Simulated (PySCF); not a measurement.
# [PO2]+ (SMILES O=[P+]=O): HF/6-311++G(2d,2p)

What is the vertical ionisation energy of [PO2]+ at HF/6-311++G(2d,2p)? The job is set up through a Python script.

The results are computed with PySCF 2.14.0.

### 1 The system as given

[PO2]+ has 3 atoms, charge +1, and is taken as a singlet. As SMILES, `O=[P+]=O`. Geometry: relaxed at GFN2-xTB.

Bond lengths: O1–P2 1.407 Å, P2–O3 1.408 Å. Angles: O1–P2–O3 179.9°.

### 2 The energy at HF/6-311++G(2d,2p)

Input file calc.py:

```python
from pyscf import gto

mol = gto.M(
    atom=[
    ('O', (0.792290, 1.025900, 0.548180)),
    ('P', (0.000230, -0.000210, 0.000340)),
    ('O', (-0.792520, -1.025690, -0.548520)),
],
    max_memory=1860,
    charge=1,
    verbose=4,
    basis='6-311++g(2d,2p)',
    spin=0,
)

calc0 = mol.RHF()
calc0.conv_tol = 1e-10
calc0.kernel()
if not calc0.converged:
    calc0 = calc0.newton().run(calc0.mo_coeff, calc0.mo_occ)

etot = calc0.e_tot
print('E(%s) = %.9f' % ('HF', etot))
```

On the command line:

```
$ OMP_NUM_THREADS=1 python calc.py
```

Log:

```text
PySCF version 2.14.0

[INPUT] num. atoms = 3
[INPUT] num. electrons = 30
[INPUT] charge = 1
[INPUT] spin (= nelec alpha-beta = 2S) = 0
[INPUT] symmetry False subgroup None
[INPUT] Mole.unit = angstrom
[INPUT] Symbol           X                Y                Z      unit          X                Y                Z       unit  Magmom
[INPUT]  1 O      0.792290000000   1.025900000000   0.548180000000 AA    1.497211111232   1.938670031191   1.035910066964 Bohr   0.0
[INPUT]  2 P      0.000230000000  -0.000210000000   0.000340000000 AA    0.000434637009  -0.000396842486   0.000642506882 Bohr   0.0
[INPUT]  3 O     -0.792520000000  -1.025690000000  -0.548520000000 AA   -1.497645748240  -1.938273188705  -1.036552573846 Bohr   0.0

nuclear repulsion = 102.269077003964
number of shells = 37
number of NR pGTOs = 134
number of NR cGTOs = 89
basis = 6-311++g(2d,2p)
ecp = {}

******** <class 'pyscf.scf.hf.RHF'> ********
method = RHF
initial guess = minao
damping factor = 0
level_shift factor = 0
DIIS = <class 'pyscf.scf.diis.CDIIS'>
diis_start_cycle = 1
diis_space = 8
diis_damp = 0
SCF conv_tol = 1e-10
SCF conv_tol_grad = None
SCF max_cycles = 50
direct_scf = True
direct_scf_tol = 1e-13
Set gradient conv threshold to 1e-05
Initial guess from minao.
init E= -491.101373558581
  HOMO = -0.533657919714636  LUMO = -0.153266609789753  gap/eV = 10.35097
cycle= 1 E= -489.962293969785  delta_E= 1.14  |g|= 0.805  |ddm|= 2.01
  HOMO = -0.865018312074653  LUMO = -0.386484708346273  gap/eV = 13.02156
cycle= 2 E= -490.045676842914  delta_E= -0.0834  |g|= 0.624  |ddm|= 1.11
  HOMO = -0.89835172532668  LUMO = -0.339331703504641  gap/eV = 15.21171
cycle= 3 E= -490.114253247038  delta_E= -0.0686  |g|= 0.0908  |ddm|= 0.42
  HOMO = -0.870615703279657  LUMO = -0.313064633337532  gap/eV = 15.17174
cycle= 4 E= -490.115706381263  delta_E= -0.00145  |g|= 0.0164  |ddm|= 0.0857
  HOMO = -0.869748873027816  LUMO = -0.3110010508193  gap/eV = 15.20430
cycle= 5 E= -490.115848553131  delta_E= -0.000142  |g|= 0.00542  |ddm|= 0.0256
  HOMO = -0.869587585772016  LUMO = -0.311537712028908  gap/eV = 15.18531
cycle= 6 E= -490.115868596384  delta_E= -2e-05  |g|= 0.00175  |ddm|= 0.0103
  HOMO = -0.869595124832896  LUMO = -0.311713304395298  gap/eV = 15.18074
cycle= 7 E= -490.115871114087  delta_E= -2.52e-06  |g|= 0.000485  |ddm|= 0.00472
  HOMO = -0.869552207724923  LUMO = -0.311728326410218  gap/eV = 15.17916
cycle= 8 E= -490.115871260702  delta_E= -1.47e-07  |g|= 0.000222  |ddm|= 0.00127
  HOMO = -0.869545682366299  LUMO = -0.311731001625319  gap/eV = 15.17891
cycle= 9 E= -490.115871270624  delta_E= -9.92e-09  |g|= 4.74e-05  |ddm|= 0.000178
  HOMO = -0.869542085236939  LUMO = -0.311732472866694  gap/eV = 15.17877
cycle= 10 E= -490.115871271179  delta_E= -5.55e-10  |g|= 2.74e-06  |ddm|= 6.33e-05
  HOMO = -0.869542586710289  LUMO = -0.311733211559215  gap/eV = 15.17877
cycle= 11 E= -490.115871271181  delta_E= -1.82e-12  |g|= 4.03e-07  |ddm|= 8.35e-06
  HOMO = -0.869542596781766  LUMO = -0.311733164338278  gap/eV = 15.17877
Extra cycle  E= -490.11587127118  delta_E= 4.55e-13  |g|= 1.63e-07  |ddm|= 1.58e-06
converged SCF energy = -490.11587127118
E(HF) = -490.115871271
```

It took 1.6 s on 1 thread of Arm Neoverse V1, shared host; peak memory 0.18 GiB.

### 3 Doublet [PO2]2+, same level

Input file input.py:

```python
from pyscf import gto, scf

system = gto.Mole()
system.atom = [
    ('O', (0.792290, 1.025900, 0.548180)),
    ('P', (0.000230, -0.000210, 0.000340)),
    ('O', (-0.792520, -1.025690, -0.548520)),
]
system.verbose = 4
system.charge = 2
system.spin = 1
system.basis = '6-311++g(2d,2p)'
system.max_memory = 1860
system.build()

calc0 = scf.UHF(system)
calc0.conv_tol = 1e-10
calc0.kernel()
if not calc0.converged:
    calc0 = calc0.newton().run(calc0.mo_coeff, calc0.mo_occ)

energy = calc0.e_tot
print(f'total energy: {energy:.8f} hartree')
```

On the command line:

```
$ OMP_NUM_THREADS=1 python input.py
```

Log:

```text
PySCF version 2.14.0

[INPUT] num. atoms = 3
[INPUT] num. electrons = 29
[INPUT] charge = 2
[INPUT] spin (= nelec alpha-beta = 2S) = 1
[INPUT] symmetry False subgroup None
[INPUT] Mole.unit = angstrom
[INPUT] Symbol           X                Y                Z      unit          X                Y                Z       unit  Magmom
[INPUT]  1 O      0.792290000000   1.025900000000   0.548180000000 AA    1.497211111232   1.938670031191   1.035910066964 Bohr   0.0
[INPUT]  2 P      0.000230000000  -0.000210000000   0.000340000000 AA    0.000434637009  -0.000396842486   0.000642506882 Bohr   0.0
[INPUT]  3 O     -0.792520000000  -1.025690000000  -0.548520000000 AA   -1.497645748240  -1.938273188705  -1.036552573846 Bohr   0.0

nuclear repulsion = 102.269077003964
number of shells = 37
number of NR pGTOs = 134
number of NR cGTOs = 89
basis = 6-311++g(2d,2p)
ecp = {}

[... 19 lines left out ...]
WARN: beta  nocc = 14  HOMO -0.533657933519975 >= LUMO -0.533657919714636
[... 98 lines left out ...]
converged SCF energy = -489.339259051932  <S^2> = 1.0961605  2S+1 = 2.3204832
total energy: -489.33925905 hartree
```

It took 3.3 s on 1 thread of Arm Neoverse V1, shared host; peak memory 0.17 GiB.

### 4 Results

At HF/6-311++G(2d,2p):

```
                                            quantity          value
                        singlet [PO2]+: total energy  -490.11587 Eh
                         singlet [PO2]+: HOMO energy      -23.66 eV
                         singlet [PO2]+: LUMO energy       -8.48 eV
                       singlet [PO2]+: HOMO–LUMO gap       15.18 eV
                       doublet [PO2]2+: total energy  -489.33926 Eh
 doublet [PO2]2+: HOMO energy (highest over α and β)      -30.83 eV
  doublet [PO2]2+: LUMO energy (lowest over α and β)      -19.04 eV
                               doublet [PO2]2+: ⟨S²⟩          1.096
vertical ionisation energy (to the doublet dication)      21.133 eV
```

In words: The vertical ionisation energy comes to 21.13 eV (2039 kJ/mol). −ε(HOMO) before ionisation, 23.66 eV, is 2.53 eV above this ionisation energy. ⟨S²⟩ (doublet [PO2]2+) is 1.10 where a pure doublet has 0.75: the reference is spin-contaminated. Mulliken charges (doublet [PO2]2+) run from +0.38 on O1 to +1.25 on P2; in a basis this large or diffuse they mean little.
